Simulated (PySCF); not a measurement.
# Si₂H₆S: spin-spin couplings and electronic excitations at several levels of theory

Aim: compute the spin-spin couplings and electronic excitations of Si₂H₆S (`[SiH3][SiH2]S`) at several levels, and see how far they spread and what each costs.

The runs use PySCF 2.14.0, with density-fitted response routines of our own; the level of theory stands in each step. All values are computed, except where a source is named. Atoms are numbered from 0 throughout.

## Step 1: The starting structure

9 atoms, charge 0, multiplicity 1; geometry from: PBE0-D3(BJ)/def2-SVP.

Bonds of the start (Å): Si0–Si1 2.34, Si1–S2 2.16, Si0–H3 1.50, Si0–H4 1.50, Si0–H5 1.49, Si1–H6 1.49, Si1–H7 1.50, S2–H8 1.35.

## Step 2: Indirect couplings: B3LYP/def2-TZVP

The job: settings as JSON, then the geometry in Å.

```
{"job": {"kind": "j", "xc": "B3LYP", "basis": "def2-TZVP"}, "charge": 0, "multiplicity": 1}
Si    -1.295186     0.408493     0.070075
Si     0.621654    -0.913237    -0.182672
S      2.270236     0.028115     0.840162
H     -2.466627    -0.178881    -0.651857
H     -1.013528     1.765590    -0.494766
H     -1.625185     0.549872     1.520153
H      0.471069    -2.238366     0.487368
H      0.921650    -1.141122    -1.630990
H      2.145064     1.209437     0.196191
```

With the program's defaults for keys left out, this is: B3LYP/def2-TZVP indirect spin-spin coupling, non-relativistic, gas phase.

On the command line:

```bash
$ OMP_NUM_THREADS=1 python probes_run.py task.json out
```

One launch serves the whole session: the jobs run in the order shown.

The log of the run:

```text
coarse grid: 8592 points
cycle   1  E = -980.8883092478  dE = -1.623e-01  |g| = 2.454e-01  |ddm| = 2.113e+00
cycle   2  E = -980.8844238607  dE =  3.885e-03  |g| = 2.674e-01  |ddm| = 4.862e-01
cycle   3  E = -980.9043923678  dE = -1.997e-02  |g| = 3.798e-02  |ddm| = 2.877e-01
cycle   4  E = -980.9047301112  dE = -3.377e-04  |g| = 7.060e-03  |ddm| = 3.440e-02
cycle   5  E = -980.9047430483  dE = -1.294e-05  |g| = 3.920e-03  |ddm| = 1.012e-02
cycle   6  E = -980.9047476967  dE = -4.648e-06  |g| = 6.137e-04  |ddm| = 3.554e-03
final grid: 67832 points
cycle   7  E = -980.8974564330  dE = -4.095e-06  |g| = 1.238e-03  |ddm| = 8.923e-03
cycle   8  E = -980.8974564616  dE = -2.852e-08  |g| = 8.656e-04  |ddm| = 1.522e-03
cycle   9  E = -980.8974566227  dE = -1.612e-07  |g| = 2.511e-04  |ddm| = 9.173e-04
cycle  10  E = -980.8974566425  dE = -1.980e-08  |g| = 2.385e-05  |ddm| = 2.328e-04
cycle  11  E = -980.8974566427  dE = -1.846e-10  |g| = 1.014e-05  |ddm| = 2.921e-05
converged SCF energy = -980.8974566427

Indirect spin-spin couplings (Hz)
  i      j    bonds     total        FC       PSO       DSO        SD
  0 Si   1 Si   1     70.840    69.284    -1.369     0.031     2.894
  0 Si   2 S    2      0.073    -0.335     0.342     0.005     0.061
  0 Si   3 H    1   -161.509  -161.519     0.377    -0.139    -0.228
  0 Si   4 H    1   -160.835  -160.804     0.341    -0.154    -0.219
  0 Si   5 H    1   -169.527  -169.547     0.411    -0.149    -0.242
  0 Si   6 H    2     -7.895    -7.976     0.006     0.144    -0.069
  0 Si   7 H    2    -16.986   -17.086     0.017     0.138    -0.056
  0 Si   8 H    3     -2.227    -2.246     0.029    -0.065     0.056
  1 Si   2 S    1     15.856    14.850     2.994    -0.010    -1.977
  1 Si   3 H    2    -11.688   -11.717    -0.012     0.123    -0.081
  1 Si   4 H    2     -6.111    -6.153     0.024     0.100    -0.082
  1 Si   5 H    2     -5.798    -5.851     0.015     0.110    -0.073
  1 Si   6 H    1   -172.555  -172.682     0.655    -0.257    -0.270
  1 Si   7 H    1   -174.803  -175.022     0.753    -0.250    -0.284
  1 Si   8 H    2      4.836     4.540     0.290     0.054    -0.048
  2 S    3 H    3      0.650     0.757    -0.012    -0.095     0.000
  2 S    4 H    3     -0.091    -0.089     0.061    -0.013    -0.050
  2 S    5 H    3     -0.005     0.045    -0.011    -0.012    -0.027
  2 S    6 H    2      9.061     9.013     0.115    -0.050    -0.016
  2 S    7 H    2      1.775     1.806     0.085    -0.076    -0.041
  2 S    8 H    1     23.565    17.927     5.347     0.079     0.211
  3 H    4 H    2      1.135     1.914     1.092    -1.905     0.035
  3 H    5 H    2      2.615     3.429     1.124    -1.974     0.035
  3 H    6 H    3     -1.195    -1.006     0.298    -0.489     0.003
  3 H    7 H    3     -1.235    -1.140     0.202    -0.302     0.005
  4 H    5 H    2      1.101     1.866     1.074    -1.875     0.036
  4 H    6 H    3     10.069    10.915     0.960    -1.814     0.008
  4 H    7 H    3     -1.597    -1.464     0.242    -0.382     0.006
  4 H    8 H    4      0.372    -0.190    -0.738     1.291     0.008
  5 H    6 H    3     -0.804    -0.723     0.187    -0.276     0.008
  5 H    7 H    3     10.527    11.369     0.963    -1.812     0.007
  6 H    7 H    2      4.621     5.326     0.968    -1.715     0.042
  6 H    8 H    3     11.830    12.899     1.408    -2.488     0.012
  7 H    8 H    3      0.466     0.523     0.212    -0.264    -0.005
```

Wall time 23 s (1 thread of Arm Neoverse V1, shared host); peak memory 0.67 GiB.

This basis has no tight s functions, so the Fermi-contact terms are rough.

A choice of the couplings up to four bonds, sorted by the number of bonds, with means over like pairs; isotopes 1H, 33S, 29Si:

| pair | bonds | J (Hz) | Fermi contact (Hz) | dihedral (°) |
| --- | --- | --- | --- | --- |
| Si1–H6 | 1 | -173.7 | -173.9 | – |
| Si0–H3 | 1 | -164.0 | -164.0 | – |
| Si0–Si1 | 1 | 70.8 | 69.3 | – |
| S2–H8 | 1 | 23.6 | 17.9 | – |
| Si1–S2 | 1 | 15.9 | 14.8 | – |
| Si0–H6 | 2 | -12.4 | -12.5 | – |
| Si1–H3 | 2 | -7.9 | -7.9 | – |
| S2–H6 | 2 | 5.4 | 5.4 | – |
| Si1–H8 | 2 | 4.8 | 4.5 | – |
| H6–H7 | 2 | 4.6 | 5.3 | – |
| H3–H4 | 2 | 1.6 | 2.4 | – |
| H6–H8 | 3 | 6.1 | 6.7 | – |
| H3–H6 | 3 | 2.6 | 3.0 | – |
| Si0–H8 | 3 | -2.2 | -2.2 | -55 |

Means hide unlike values in this fixed geometry: Si0–H6 from -17.0 to -7.9 Hz; Si1–H3 from -11.7 to -5.8 Hz; S2–H6 from 1.8 to 9.1 Hz. They hold only if the pairs exchange fast.

Quadrupole couplings from the field gradients of the same density:

```csv
atom,isotope,eQq/h (MHz),η
S2,33S,35.5,0.74
```

## Step 3: Indirect couplings: B3LYP/cc-pVTZ

Same as in step 2 but for these lines:

```diff
@@ -1,2 +1,2 @@
-{"job": {"kind": "j", "xc": "B3LYP", "basis": "def2-TZVP"}, "charge": 0, "multiplicity": 1}
+{"job": {"kind": "j", "xc": "B3LYP", "basis": "cc-pVTZ"}, "charge": 0, "multiplicity": 1}
 Si    -1.295186     0.408493     0.070075
```

Method: B3LYP/cc-pVTZ indirect spin-spin coupling, non-relativistic, gas phase.

The log of the run:

```text
coarse grid: 8592 points
cycle   1  E = -980.8797715870  dE = -1.500e-01  |g| = 2.461e-01  |ddm| = 5.039e+00
cycle   2  E = -980.8753538613  dE =  4.418e-03  |g| = 2.666e-01  |ddm| = 9.928e-01
cycle   3  E = -980.8962910355  dE = -2.094e-02  |g| = 3.491e-02  |ddm| = 4.839e-01
cycle   4  E = -980.8966565662  dE = -3.655e-04  |g| = 7.153e-03  |ddm| = 7.190e-02
cycle   5  E = -980.8966728280  dE = -1.626e-05  |g| = 3.237e-03  |ddm| = 1.869e-02
cycle   6  E = -980.8966761129  dE = -3.285e-06  |g| = 5.874e-04  |ddm| = 5.779e-03
final grid: 67832 points
cycle   7  E = -980.9066003020  dE = -6.774e-06  |g| = 9.628e-04  |ddm| = 2.755e-02
cycle   8  E = -980.9066003161  dE = -1.404e-08  |g| = 8.353e-04  |ddm| = 3.970e-03
cycle   9  E = -980.9066005314  dE = -2.154e-07  |g| = 1.848e-04  |ddm| = 1.751e-03
cycle  10  E = -980.9066005421  dE = -1.068e-08  |g| = 3.051e-05  |ddm| = 3.181e-04
cycle  11  E = -980.9066005424  dE = -3.133e-10  |g| = 1.300e-05  |ddm| = 7.043e-05
converged SCF energy = -980.9066005424

Indirect spin-spin couplings (Hz)
  i      j    bonds     total        FC       PSO       DSO        SD
  0 Si   1 Si   1     66.789    65.312    -1.213     0.031     2.659
  0 Si   2 S    2      0.101    -0.284     0.325     0.005     0.054
  0 Si   3 H    1   -150.477  -150.677     0.252    -0.135     0.084
  0 Si   4 H    1   -150.247  -150.408     0.214    -0.150     0.096
  0 Si   5 H    1   -158.547  -158.757     0.284    -0.145     0.071
  0 Si   6 H    2     -7.966    -8.152     0.107     0.144    -0.065
  0 Si   7 H    2    -17.213   -17.416     0.114     0.139    -0.051
  0 Si   8 H    3     -2.245    -2.297     0.062    -0.065     0.055
  1 Si   2 S    1     19.062    18.211     2.685    -0.011    -1.823
  1 Si   3 H    2    -12.083   -12.178     0.054     0.124    -0.083
  1 Si   4 H    2     -5.952    -6.091     0.119     0.100    -0.081
  1 Si   5 H    2     -5.721    -5.867     0.106     0.111    -0.071
  1 Si   6 H    1   -161.195  -161.386     0.433    -0.252     0.010
  1 Si   7 H    1   -163.825  -164.105     0.533    -0.245    -0.007
  1 Si   8 H    2      4.743     4.398     0.347     0.054    -0.056
  2 S    3 H    3      0.555     0.702    -0.046    -0.095    -0.006
  2 S    4 H    3     -0.114    -0.089     0.033    -0.012    -0.046
  2 S    5 H    3     -0.032     0.052    -0.048    -0.012    -0.024
  2 S    6 H    2      9.487     9.485     0.068    -0.050    -0.016
  2 S    7 H    2      1.604     1.718     0.020    -0.076    -0.057
  2 S    8 H    1     17.574    11.990     5.482     0.076     0.026
  3 H    4 H    2      0.612     1.558     0.902    -1.915     0.067
  3 H    5 H    2      2.090     3.083     0.924    -1.984     0.067
  3 H    6 H    3     -1.226    -0.997     0.258    -0.492     0.005
  3 H    7 H    3     -1.257    -1.149     0.188    -0.304     0.008
  4 H    5 H    2      0.598     1.526     0.889    -1.885     0.068
  4 H    6 H    3     10.067    11.156     0.718    -1.817     0.010
  4 H    7 H    3     -1.592    -1.435     0.219    -0.385     0.008
  4 H    8 H    4      0.561    -0.181    -0.558     1.293     0.008
  5 H    6 H    3     -0.765    -0.675     0.179    -0.278     0.010
  5 H    7 H    3     10.501    11.587     0.720    -1.815     0.009
  6 H    7 H    2      4.180     5.032     0.798    -1.726     0.075
  6 H    8 H    3     11.486    12.901     1.067    -2.493     0.011
  7 H    8 H    3      0.463     0.510     0.227    -0.268    -0.006
```

Run time: 34 s. Hardware: 1 thread of Arm Neoverse V1, shared host; peak memory 0.78 GiB.

This basis has no tight s functions, so the Fermi-contact terms are rough.

This run: J(Si1,H6) -162.5 Hz, J(Si0,H3) -153.1 Hz, J(Si0,Si1) 66.8 Hz (means over like pairs).

## Step 4: J couplings: B3LYP/6-31G*

Same as in step 3 but for these lines:

```diff
@@ -1,2 +1,2 @@
-{"job": {"kind": "j", "xc": "B3LYP", "basis": "cc-pVTZ"}, "charge": 0, "multiplicity": 1}
+{"job": {"kind": "j", "xc": "B3LYP", "basis": "6-31G*"}, "charge": 0, "multiplicity": 1}
 Si    -1.295186     0.408493     0.070075
```

Method: B3LYP/6-31G* indirect spin-spin coupling, non-relativistic, gas phase.

The log of the run:

```text
coarse grid: 8592 points
cycle   1  E = -980.8377736944  dE = -1.347e-01  |g| = 2.246e-01  |ddm| = 2.526e+00
cycle   2  E = -980.8336668885  dE =  4.107e-03  |g| = 2.502e-01  |ddm| = 7.571e-01
cycle   3  E = -980.8563162150  dE = -2.265e-02  |g| = 1.821e-02  |ddm| = 4.428e-01
cycle   4  E = -980.8564457231  dE = -1.295e-04  |g| = 6.908e-03  |ddm| = 4.560e-02
cycle   5  E = -980.8564653124  dE = -1.959e-05  |g| = 1.196e-03  |ddm| = 1.438e-02
cycle   6  E = -980.8564658124  dE = -5.000e-07  |g| = 3.019e-04  |ddm| = 2.291e-03
final grid: 67832 points
cycle   7  E = -980.7960793949  dE = -9.378e-07  |g| = 9.252e-04  |ddm| = 7.121e-03
cycle   8  E = -980.7960793609  dE =  3.404e-08  |g| = 9.787e-04  |ddm| = 2.837e-03
cycle   9  E = -980.7960797301  dE = -3.693e-07  |g| = 7.782e-05  |ddm| = 1.542e-03
cycle  10  E = -980.7960797325  dE = -2.329e-09  |g| = 1.841e-05  |ddm| = 1.740e-04
cycle  11  E = -980.7960797326  dE = -1.210e-10  |g| = 3.485e-06  |ddm| = 3.216e-05
converged SCF energy = -980.7960797326

Indirect spin-spin couplings (Hz)
  i      j    bonds     total        FC       PSO       DSO        SD
  0 Si   1 Si   1     75.039    73.603    -1.185     0.031     2.590
  0 Si   2 S    2      0.378     0.037     0.288     0.005     0.048
  0 Si   3 H    1   -178.370  -178.466     0.651    -0.164    -0.391
  0 Si   4 H    1   -177.265  -177.351     0.652    -0.179    -0.388
  0 Si   5 H    1   -187.433  -187.549     0.703    -0.174    -0.414
  0 Si   6 H    2     -6.242    -6.271    -0.052     0.141    -0.060
  0 Si   7 H    2    -15.176   -15.220    -0.042     0.135    -0.049
  0 Si   8 H    3     -2.111    -2.051    -0.047    -0.067     0.053
  1 Si   2 S    1     10.782     9.962     2.592    -0.011    -1.760
  1 Si   3 H    2     -9.131    -9.111    -0.073     0.120    -0.067
  1 Si   4 H    2     -4.769    -4.757    -0.039     0.097    -0.070
  1 Si   5 H    2     -4.446    -4.451    -0.040     0.108    -0.063
  1 Si   6 H    1   -189.106  -189.334     0.954    -0.281    -0.444
  1 Si   7 H    1   -188.976  -189.243     0.988    -0.275    -0.446
  1 Si   8 H    2      4.379     4.139     0.211     0.045    -0.016
  2 S    3 H    3      0.651     0.758    -0.016    -0.094     0.003
  2 S    4 H    3     -0.105    -0.102     0.055    -0.012    -0.046
  2 S    5 H    3      0.040     0.075     0.002    -0.012    -0.026
  2 S    6 H    2      8.333     8.286     0.110    -0.049    -0.014
  2 S    7 H    2      1.456     1.462     0.091    -0.075    -0.023
  2 S    8 H    1     25.650    21.054     4.158     0.095     0.343
  3 H    4 H    2     -0.876     0.630     0.316    -1.840     0.018
  3 H    5 H    2      0.769     2.333     0.325    -1.908     0.018
  3 H    6 H    3     -1.269    -0.906     0.099    -0.471     0.008
  3 H    7 H    3     -1.301    -1.090     0.059    -0.284     0.014
  3 H    8 H    4     -0.440     0.319     0.200    -0.957    -0.002
  4 H    5 H    2     -0.820     0.667     0.304    -1.811     0.020
  4 H    6 H    3      9.504    10.933     0.359    -1.792     0.004
  4 H    7 H    3     -1.658    -1.381     0.074    -0.364     0.013
  4 H    8 H    4      0.864    -0.107    -0.322     1.287     0.007
  5 H    6 H    3     -0.705    -0.516     0.055    -0.259     0.015
  5 H    7 H    3      9.736    11.159     0.363    -1.790     0.004
  6 H    7 H    2      3.128     4.484     0.269    -1.652     0.027
  6 H    8 H    3     11.795    13.715     0.531    -2.451     0.000
  7 H    8 H    3      0.318     0.520     0.024    -0.234     0.008
```

Wall time 7.6 s (1 thread of Arm Neoverse V1, shared host); peak memory 0.51 GiB.

The basis is not made for couplings: without tight functions at the nuclei these values are rough.

Key values: J(Si1,H6) -189.0 Hz, J(Si0,H3) -181.0 Hz, J(Si0,Si1) 75.0 Hz (means over like pairs).

## Step 5: Ultraviolet spectrum: HF/def2-SVPD

Same as in step 4 but for these lines:

```diff
@@ -1,2 +1,2 @@
-{"job": {"kind": "j", "xc": "B3LYP", "basis": "6-31G*"}, "charge": 0, "multiplicity": 1}
+{"job": {"kind": "uv", "xc": "HF", "basis": "def2-SVPD", "ip": true}, "charge": 0, "multiplicity": 1}
 Si    -1.295186     0.408493     0.070075
```

With the program's defaults for keys left out, this is: TDDFT HF/def2-SVPD, vertical, gas phase, core orbitals frozen in the response.

The log of the run:

```text
final grid: 67832 points
cycle   1  E = -978.5593923777  dE = -2.691e-01  |g| = 3.109e-01  |ddm| = 2.811e+00
cycle   2  E = -978.6042383279  dE = -4.485e-02  |g| = 1.074e-01  |ddm| = 7.101e-01
cycle   3  E = -978.6094830291  dE = -5.245e-03  |g| = 3.527e-02  |ddm| = 2.812e-01
cycle   4  E = -978.6102828679  dE = -7.998e-04  |g| = 5.558e-03  |ddm| = 1.339e-01
cycle   5  E = -978.6103079855  dE = -2.512e-05  |g| = 1.566e-03  |ddm| = 2.094e-02
cycle   6  E = -978.6103102958  dE = -2.310e-06  |g| = 3.872e-04  |ddm| = 5.415e-03
cycle   7  E = -978.6103104306  dE = -1.348e-07  |g| = 7.531e-05  |ddm| = 1.435e-03
cycle   8  E = -978.6103104358  dE = -5.199e-09  |g| = 2.004e-05  |ddm| = 2.730e-04
cycle   9  E = -978.6103104362  dE = -4.145e-10  |g| = 4.294e-06  |ddm| = 7.953e-05
converged SCF energy = -978.6103104362

Static polarisability (au): isotropic 76.548, principal 66.248 73.938 89.457

Singlet excitations
state   eV       nm        f      main configurations
  1   6.4625    191.9   0.00310   H->L+8 0.24, H->L+2 0.18, H->L+1 0.10
  2   6.6097    187.6   0.05227   H->L 0.62, H->L+1 0.16
  3   7.6231    162.6   0.01236   H->L+6 0.26, H->L+4 0.21, H->L+9 0.09
  4   7.9330    156.3   0.09908   H-1->L 0.17, H->L+2 0.15, H-1->L+1 0.13
  5   8.1207    152.7   0.01498   H->L+1 0.31, H->L+8 0.15
  6   8.3167    149.1   0.19995   H->L+2 0.30, H->L+3 0.12, H-1->L 0.12
  7   8.4642    146.5   0.02502   H->L+3 0.13, H->L+9 0.12, H-1->L+4 0.11
  8   8.6328    143.6   0.04172   H->L+7 0.23, H->L+4 0.17, H->L+9 0.11
  9   8.7137    142.3   0.22503   H->L+3 0.31, H->L+4 0.15, H->L+7 0.11
 10   8.7826    141.2   0.04858   H-2->L 0.12, H->L+9 0.11, H-1->L 0.09

Triplet excitations (Tamm-Dancoff, eV): 5.8583 5.8867 6.5256 6.8542
Vertical ionisation energy (delta-SCF) = 8.6654 eV
```

Wall time 4.2 s (1 thread of Arm Neoverse V1, shared host); peak memory 0.51 GiB.

The orbitals next to the gap, with their largest atomic shares:

```csv
orbital,eV,atoms
HOMO−3,-13.03,"Si0 26 %, Si1 19 %, H5 18 %"
HOMO−2,-12.55,"S2 39 %, Si1 21 %, Si0 13 %"
HOMO−1,-11.49,"S2 41 %, Si1 24 %, Si0 19 %"
HOMO,-9.99,"S2 60 %, Si1 15 %, Si0 12 %"
LUMO,2.14,"S2 53 %, Si1 14 %, Si0 12 %"
LUMO+1,2.37,"Si0 40 %, Si1 21 %, S2 12 %"
LUMO+2,2.50,"S2 25 %, Si0 22 %, Si1 21 %"
```

With each of the 10 states as a Gaussian band of 0.4 eV half-width at 1/e, the curve within the window shown has maxima at 188 nm (ε 2,200), 146 nm (ε 18,000) L/(mol cm). Beyond the last state computed it falls off for lack of states. The curve at chosen wavelengths:

| nm | ε (L/mol/cm) |
| --- | --- |
| 137 | 5793 |
| 140 | 11929 |
| 143 | 16749 |
| 146 | 17987 |
| 149 | 16384 |
| 152 | 13495 |
| 155 | 10302 |
| 158 | 7295 |
| 161 | 4724 |
| 164 | 2757 |
| 167 | 1459 |
| 170 | 765 |
| 173 | 550 |
| 175 | 617 |
| 178 | 956 |
| 181 | 1454 |
| 184 | 1929 |
| 187 | 2200 |
| 190 | 2178 |
| 193 | 1895 |
| 196 | 1465 |
| 199 | 1019 |
| 202 | 643 |
| 205 | 372 |
| 208 | 199 |
| 211 | 99 |

Further results of this job:

| property | computed |
| --- | --- |
| dipole moment (D) | 1.29 |
| polarisability (Å³) | 11.34 |
| HOMO–LUMO gap (eV) | 12.14 |
| −ε(HOMO) (eV) | 9.99 |

## Step 6: Excited states and response: LDA/def2-SVPD

Same as in step 5 but for these lines:

```diff
@@ -1,2 +1,2 @@
-{"job": {"kind": "uv", "xc": "HF", "basis": "def2-SVPD", "ip": true}, "charge": 0, "multiplicity": 1}
+{"job": {"kind": "uv", "xc": "LDA", "basis": "def2-SVPD", "ip": true}, "charge": 0, "multiplicity": 1}
 Si    -1.295186     0.408493     0.070075
```

Method: TDDFT LDA/def2-SVPD, vertical, gas phase, core orbitals frozen in the response.

The log of the run:

```text
coarse grid: 8592 points
cycle   1  E = -976.6303820230  dE = -1.186e-01  |g| = 2.221e-01  |ddm| = 3.104e+00
cycle   2  E = -976.6154097090  dE =  1.497e-02  |g| = 3.071e-01  |ddm| = 8.655e-01
cycle   3  E = -976.6461592939  dE = -3.075e-02  |g| = 4.999e-02  |ddm| = 5.557e-01
cycle   4  E = -976.6470740276  dE = -9.147e-04  |g| = 1.759e-02  |ddm| = 1.161e-01
cycle   5  E = -976.6472010045  dE = -1.270e-04  |g| = 3.346e-03  |ddm| = 3.483e-02
cycle   6  E = -976.6472051761  dE = -4.172e-06  |g| = 8.869e-04  |ddm| = 6.922e-03
final grid: 67832 points
cycle   7  E = -976.7569799310  dE = -3.235e-06  |g| = 1.515e-03  |ddm| = 2.955e-02
cycle   8  E = -976.7569793765  dE =  5.545e-07  |g| = 1.850e-03  |ddm| = 5.963e-03
cycle   9  E = -976.7569806831  dE = -1.307e-06  |g| = 2.749e-04  |ddm| = 3.571e-03
cycle  10  E = -976.7569807107  dE = -2.759e-08  |g| = 7.612e-05  |ddm| = 5.991e-04
cycle  11  E = -976.7569807131  dE = -2.429e-09  |g| = 1.876e-05  |ddm| = 1.601e-04
cycle  12  E = -976.7569807132  dE = -1.185e-10  |g| = 3.706e-06  |ddm| = 3.543e-05
converged SCF energy = -976.7569807132

Static polarisability (au): isotropic 87.472, principal 73.110 83.419 105.885

Singlet excitations
state   eV       nm        f      main configurations
  1   4.9538    250.3   0.02087   H->L 0.98
  2   5.3117    233.4   0.00724   H->L+1 0.98
  3   5.5927    221.7   0.00341   H->L+2 0.97
  4   5.8476    212.0   0.04358   H->L+3 0.96
  5   6.2438    198.6   0.00059   H->L+4 0.82, H-1->L 0.15
  6   6.4164    193.2   0.01411   H->L+5 0.94
  7   6.4886    191.1   0.01776   H-1->L 0.67, H->L+6 0.12, H->L+4 0.11
  8   6.6730    185.8   0.01530   H->L+6 0.54, H-1->L+1 0.38
  9   6.7035    185.0   0.01039   H->L+7 0.64, H-1->L+1 0.18, H->L+6 0.13
 10   6.8624    180.7   0.02119   H->L+7 0.31, H-1->L+1 0.27, H-2->L 0.25

Triplet excitations (Tamm-Dancoff, eV): 4.6444 5.0724 5.3761 5.6691
Vertical ionisation energy (delta-SCF) = 9.2164 eV
Vertical electron affinity (delta-SCF) = -0.6312 eV
```

It took 18 s on 1 thread of Arm Neoverse V1, shared host; peak memory 0.51 GiB.

This run: HOMO -6.25 eV, LUMO -1.46 eV; lowest singlet 4.95 eV.

[end of part 1 of 2]
